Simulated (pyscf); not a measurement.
Structures and frequencies: ωB97X-D3(BJ)/def2-SVP in PySCF. Correlated levels are frozen-core, on RHF or UHF. ΔMP2 is the change of the MP2 total energy from the triple- to the quadruple-zeta basis.

### Question
Estimate the classical barrier height and the reaction energy of •H₂C–CH₂–SeH → SeH• + H₂C=CH₂ at CCSD(T)/def2-TZVPP + ΔMP2(QZVPP). The step runs on the doublet surface, breaks C–Se and forms none; take the reactant's lowest minimum found as zero.

### Answer
ΔE‡ = 4.7 kcal/mol, ΔE = +3.9 kcal/mol. Zero-point energy shifts the barrier by -0.4 kcal/mol. It is a bond scission, with an imaginary mode of 336i cm⁻¹. •H₂C–CH₂–SeH lies 24.8 kcal/mol over its isomer H₃C–CH₂–Se• (electronic energy, ωB97M-D3(BJ)/def2-TZVP). This is the saddle that the search found; another between the same sides may lie lower. The CCSD(T) − MP2 part came from Ansatz, without density fitting, on the same reference. A UHF reference is spin-contaminated (<S²> up to 0.96), which harms MP2 most. The frozen core leaves the outer d or s,p core shells of the metals and heavy elements correlated in the MP2 and CC values, and def2-TZVPP describes them poorly, which can shift differences by a few kcal/mol. Left out: the spin-orbit lowering of SeH, which is large for Br, Se, Te and I. Elements up to Kr have no core potential and no relativistic terms here.
